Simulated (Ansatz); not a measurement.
# Scan of [GeH$_{3}$···H···N], quartet

Starting geometry:

```xyz
6

Ge   -0.5040    0.0000    0.0000
H    -1.0155    1.4466    0.0000
H    -1.0155   -0.7233    1.2528
H    -1.0155   -0.7233   -1.2528
H     1.0303    0.0000    0.0000
N     2.7590    0.0000    0.0000
```

From there H5 is moved from one fragment to the other while all else, the fragments' distance too, stays fixed, so the hump isn't the reaction's barrier; atoms are numbered as listed. Energies are in eV, counted from the starting geometry at the same level. Kohn–Sham curves are unrestricted where that lies lower.

Basis cc-pVDZ; Ansatz 0.2.0. Correlated methods freeze the noble-gas cores and the filled d shells of p-block atoms. Prefix R: restricted or restricted open-shell reference; prefix U: unrestricted. No spin–orbit coupling is included, and no scalar relativity.

Full CI isn't at hand for all of this; UCCSDT(Q) serves as the reference, and is uncertain by about the last step of the cluster series.

```
distance Ge1-H5 (Å)  UCCSDT(Q)  curve A  curve B  curve C  curve D
              1.427      0.055    0.054    0.070    0.058    0.038
              1.534      0.000    0.000    0.000    0.000    0.000
              1.633      0.124    0.125    0.094    0.107    0.148
              1.731      0.319    0.321    0.243    0.266    0.379
              1.829      0.493    0.495    0.360    0.390    0.597
              1.928      0.560    0.564    0.369    0.416    0.689
              2.026      0.496    0.499    0.261    0.337    0.591
              2.125      0.371    0.374    0.115    0.222    0.408
              2.223      0.347    0.348    0.085    0.216    0.338
```

Task: The curves come from RPA-PBE, UCCSDT, UMP2, wB97M-V. Compare each with UCCSDT(Q) and say which is which.

Result: A: UCCSDT, B: wB97M-V, C: RPA-PBE, D: UMP2. Spread of the error against UCCSDT(Q), over the points where both stand: A 0.004, B 0.277, C 0.162, D 0.146 eV. 

In so small a basis the reference is far from its limit while semilocal and hybrid functionals are nearer theirs (RPA and double hybrids share much of the reference's basis error), so the functionals' errors here hold much of the reference's basis and frozen-core error, which can add to them or hide them.
